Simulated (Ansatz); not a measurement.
# Pyrite RuS2

These are revPBE (Ansatz, a program for electronic structure, plane waves, PAW) values and carry that method's errors.

Numerical settings: plane-wave cutoff 520 eV, 6×6×6 k mesh, Fermi–Dirac smearing 0.01 eV, no spin polarisation, scalar-relativistic PAW data made under PBE.

Cell (relaxed at this level):

```xyz
12
Lattice="5.6731 0.0000 0.0000 0.0000 5.6731 0.0000 0.0000 0.0000 5.6731" Properties=species:S:1:pos:R:3 pbc="T T T"
Ru     0.0000     2.8366     2.8366
Ru     2.8366     0.0000     2.8366
Ru     0.0000     0.0000     0.0000
Ru     2.8366     2.8366     0.0000
S      3.4785     5.0312     0.6420
S      0.6420     3.4785     5.0312
S      3.4785     3.4785     3.4785
S      2.1946     2.1946     2.1946
S      5.0312     0.6420     3.4785
S      5.0312     2.1946     0.6420
S      0.6420     5.0312     2.1946
S      2.1946     0.6420     5.0312
```

For pyrite RuS2, the bulk modulus B0 is 164 GPa. The band gap comes out as 0.62 eV and the smallest direct gap on the k points sampled is 0.84 eV. The pressure derivative B′ of the bulk modulus is 5.0.

Note: the bulk modulus comes from volumes at which shape and atoms were relaxed.

Spin–orbit coupling is not included.

Computed values are for the static lattice.

Computing time: very roughly 5 core-minutes.
